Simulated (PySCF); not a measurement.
C2H4O2, SMILES CC(O)=O (connectivity only; charge and spin as stated), charge +1, multiplicity 2. Geometry optimised at PBE-D3(BJ)/def2-SVP. The spin state was assumed, not searched. The values are those of a single conformer.

The numbers are results of PySCF with PBE-D3(BJ)/def2-SVP, not measurements.

Harmonic wavenumbers (cm⁻¹): 137, 341, 443, 531, 656, 848, 897, 920, 1158, 1189, 1232, 1351, 1361, 1595, 2919, 3022, 3055, 3529. Rotational constants (GHz): 11.66, 9.277, 5.358; symmetry number 1.

Work out the zero-point energy and the ideal-gas rigid-rotor harmonic-oscillator thermochemistry at 298.15 K and 1 atm.

ZPE = ½ Σ hcν = ½ × 25185 cm⁻¹ = 36.00 kcal/mol. H − E(el) = 39.56 kcal/mol. Entropy in cal/(mol K): translation 38.20, rotation 23.83, vibration 6.44, spin 1.38, total 69.85. G − E(el) = 18.73 kcal/mol. Cp = 17.41 cal/(mol K). Modes under 150 cm⁻¹ make the vibrational entropy uncertain.
